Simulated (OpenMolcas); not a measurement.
# [B2H5]− (SMILES B[BH3-]) at 6 levels

We compute a comparison of 6 runs (HF/3-21G, HF/6-31+G*, B3LYP/6-31G*, PBE0/def2-SVP, CCSD/ANO-L-VDZP) of [B2H5]−. 

Program for the calculation: OpenMolcas 26.06.

5 further runs of the same task are left out: 1 that didn't finish, 4 set aside as unsound or not needed.

**1. The system as given**

The species is [B2H5]− (7 atoms), meant as a singlet with charge -1. As SMILES, `B[BH3-]`. The coordinates come from a GFN2-xTB relaxation.

Bond lengths: B1–B2 1.680 Å, B1–H3 1.204 Å, B1–H4 1.203 Å, B2–H5 1.241 Å, B2–H6 1.241 Å, B2–H7 1.240 Å. Angles: B1–B2–H5 110.6°, B1–B2–H6 110.4°, B1–B2–H7 115.9°, B2–B1–H3 126.5°, B2–B1–H4 123.5°, H5–B2–H6 105.3°, H5–B2–H7 107.0°, H6–B2–H7 107.0°, H3–B1–H4 110.0°.

**2. Energy and gradient at HF/3-21G (run 1)**

The input, geom.xyz:

```xyz
7

B      0.210010    -0.813600     0.474350
B     -0.119910     0.613520    -0.349380
H      1.262150    -1.128320     0.968990
H     -0.606320    -1.678230     0.657480
H     -0.531530     0.371570    -1.495060
H     -1.042200     1.230100     0.207460
H      0.827810     1.404960    -0.463840
```

The input, calc.input:

```
>>> EXPORT MOLCAS_PRINT=2

&GATEWAY
  BasLib=$CurrDir
  Coord=geom.xyz
  Basis=3-21G
  Group=NoSym

&SEWARD

&SCF
  Charge=-1
  Thresholds=1e-10 1e-07 1e-07 1e-05
  PrOrbitals=1 1

&ALASKA
```

The basis set 3-21G is read from a file made from the Basis Set Exchange's data (not shown).

Command:

```bash
$ export MOLCAS_MEM=1860
$ pymolcas calc.input > calc.log
```

The program printed:

```text
--- Start Module: gateway ---
[...]
--- Stop Module: gateway /rc=_RC_ALL_IS_WELL_ ---
[...]
      Basis functions           28
[...]
--- Start Module: scf ---
[...]
       Convergence after  14 Iterations
[...]
::    Total SCF energy                                -51.9128238876
[...]
      Total spin, S                                     0.0000000000
[...]
      Total electronic charge=   16.000000
      Total            charge=   -1.000000
[...]
      Dipole Moment (debye):
      Origin of the operator (angstrom)=    0.0333   -0.0740    0.0462
                   X=  4.2753E-01               Y= -2.2178E+00               Z=  1.2524E+00           Total=  2.5826E+00
      Center of Charge (angstrom)
[...]
 *              Molecular gradients               *
 **************************************************
  Irreducible representation: a
 ------------------------------------------------------------------------------------------
                              X                       Y                       Z
 ------------------------------------------------------------------------------------------
  B1               -9.42507880009991E-04    1.03802760002458E-03   -1.30530253018879E-03
  B2                1.64920719901804E-04   -1.58222711348692E-02    8.48042582413111E-03
  H3               -6.85309655797406E-03    2.06400689631370E-03   -3.09689559571091E-03
  H4                6.07810508479167E-03    5.70818423910002E-03   -8.29847991849431E-04
  H5                1.02991701490374E-03    3.10209683619961E-03    3.31127999305458E-04
  H6                1.74029672973952E-03    1.94355415898406E-03   -2.17793982392822E-03
  H7               -1.21763511135042E-03    1.96640140424287E-03   -1.40156788175808E-03
 ------------------------------------------------------------------------------------------
[...]
```

Run time: 1.2 s. Hardware: 1 thread of Intel Xeon 6975P-C (Granite Rapids), shared host; peak memory 0.37 GiB.

**3. Energy and gradient at HF/6-31+G(d) (spherical functions) (run 2)**

The input, job.inp:

```
&GATEWAY
 BasLib
 $CurrDir
 BasisSet
 B.6-31pGs....
 B1 0.210010 -0.813600 0.474350 angstrom
 B2 -0.119910 0.613520 -0.349380 angstrom
 End of Basis
 BasisSet
 H.6-31pGs....
 H3 1.262150 -1.128320 0.968990 angstrom
 H4 -0.606320 -1.678230 0.657480 angstrom
 H5 -0.531530 0.371570 -1.495060 angstrom
 H6 -1.042200 1.230100 0.207460 angstrom
 H7 0.827810 1.404960 -0.463840 angstrom
 End of Basis

&SEWARD

&SCF
 Charge
 -1
 Thresholds
 1e-10 1e-07 1e-07 1e-05
 PrOrbitals
 1

&ALASKA
```

The basis set 6-31+G* is read from a file made from the Basis Set Exchange's data (not shown).

Command:

```bash
$ export MOLCAS_MEM=1860
$ pymolcas job.inp > job.log
```

The program printed:

```text
--- Start Module: gateway ---
[...]
--- Stop Module: gateway /rc=_RC_ALL_IS_WELL_ ---
[...]
      Basis functions           46
[...]
--- Start Module: scf ---
[...]
       Convergence after  15 Iterations
[...]
::    Total SCF energy                                -52.2162398322
[...]
      Total spin, S                                     0.0000000000
[...]
      Total electronic charge=   16.000000
      Total            charge=   -1.000000
[...]
      Dipole Moment (debye):
      Origin of the operator (angstrom)=    0.0333   -0.0740    0.0462
                   X=  5.2979E-01               Y= -2.4356E+00               Z=  1.3904E+00           Total=  2.8542E+00
      Center of Charge (angstrom)
[...]
 *              Molecular gradients               *
 **************************************************
  Irreducible representation: a
 ------------------------------------------------------------------------------------------
                              X                       Y                       Z
 ------------------------------------------------------------------------------------------
  B1               -1.06669619446603E-03    3.67911887324235E-03   -2.69509559442571E-03
  B2                3.04805508787892E-04   -1.58777940405652E-02    8.53984107590000E-03
  H3               -7.11858045773694E-03    2.02300220892027E-03   -3.15941412152987E-03
  H4                6.13102865491877E-03    5.65933448795164E-03   -7.85973098697601E-04
  H5                1.56677811041905E-03    3.69597443980610E-03    2.57867255667232E-03
  H6                3.32807294973314E-03    7.79974547659323E-04   -3.47933072381501E-03
  H7               -3.14540857166090E-03    4.03894830101059E-05   -9.98700094101135E-04
 ------------------------------------------------------------------------------------------
[...]
```

Wall time 1.7 s (1 thread of Intel Xeon 6975P-C (Granite Rapids), shared host); peak memory 0.38 GiB.

Runs 3 to 5 aren't shown in full; the table further down has their settings and results.

**4. A single-point energy at CCSD/ANO-L-VDZP (Cholesky decomposition) (run 6)**

The input, job.input:

```
* B2H5 CCSD
>>> EXPORT MOLCAS_PRINT=2

&GATEWAY
 BASISSET
 B.ANO-L-VDZP....
 B1 0.210010 -0.813600 0.474350 angstrom
 B2 -0.119910 0.613520 -0.349380 angstrom
 End of Basis
 BASISSET
 H.ANO-L-VDZP....
 H3 1.262150 -1.128320 0.968990 angstrom
 H4 -0.606320 -1.678230 0.657480 angstrom
 H5 -0.531530 0.371570 -1.495060 angstrom
 H6 -1.042200 1.230100 0.207460 angstrom
 H7 0.827810 1.404960 -0.463840 angstrom
 End of Basis

&SEWARD
 LOW

&SCF
 CHARGE=-1
 PRORBITALS=1

&CHCC
 FROZEN=2
```

Command:

```bash
$ export MOLCAS_MEM=1860
$ pymolcas job.input > job.log
```

The program printed:

```text
--- Start Module: gateway ---
[...]
--- Stop Module: gateway /rc=_RC_ALL_IS_WELL_ ---
[...]
      Basis functions           53
[...]
--- Start Module: scf ---
[...]
       Convergence after  13 Iterations
[...]
::    Total SCF energy                                -52.2273921549
[...]
      Total spin, S                                     0.0000000000
[...]
      Total electronic charge=   16.000000
      Total            charge=   -1.000000
[...]
      Dipole Moment (debye):
      Origin of the operator (angstrom)=    0.0333   -0.0740    0.0462
                   X=  5.5889E-01               Y= -2.3729E+00               Z=  1.3674E+00           Total=  2.7952E+00
      Center of Charge (angstrom)
[...]
--- Stop Module: scf /rc=_RC_ALL_IS_WELL_ ---
--- Start Module: chcc ---
[...]
--- Stop Module: chcc /rc=_RC_ALL_IS_WELL_ ---
[...]
```

Wall time 3.6 s (1 thread of Intel Xeon 6975P-C (Granite Rapids), shared host); peak memory 0.21 GiB.

**5. The series**

```
run                                     level  integration grid  Cartesian functions  energy (Eh)  HOMO energy (eV)  LUMO energy (eV)  HOMO–LUMO gap (eV)  wall time
  1                                  HF/3-21G                 –                   no   -51.912824             -4.20              8.39               12.59      1.2 s
  2          HF/6-31+G* (spherical functions)                 –                   no   -52.216240             -4.59              5.22                9.80      1.7 s
  3        B3LYP/6-31G* (spherical functions)         UltraFine                   no   -52.675625             -0.58              4.84                5.42      8.7 s
  4        B3LYP/6-31G* (Cartesian functions)         UltraFine                  yes   -52.676623             -0.57              4.85                5.42      8.7 s
  5                             PBE0/def2-SVP         UltraFine                   no   -52.547006             -1.23              4.43                5.66       11 s
  6  CCSD/ANO-L-VDZP (Cholesky decomposition)                 –                   no   -52.474751             -4.51              5.02                9.52      3.6 s
```

**6. Summary of results**

| quantity | value |
| --- | --- |
| run 6: total energy | -52.47475 Eh |
| run 6: HOMO energy (Hartree–Fock orbitals) | -4.51 eV |
| run 6: LUMO energy (Hartree–Fock orbitals) | 5.02 eV |
| run 6: HOMO–LUMO gap (to an unbound level, set by the basis) | 9.52 eV |
| run 6: correlation energy (2 core orbitals frozen) | -247.4 mEh |

In words: Over runs 1, 2, 3, 4, 5 the HOMO–LUMO gap runs from 5.42 eV (B3LYP/6-31G*) to 12.59 eV (HF/3-21G). The two ends differ in method and basis. The empty levels of an anion lie above zero and hang on the basis. Totals of different functionals can't be ranked against each other. All runs together took 35 s, the longest 11 s.
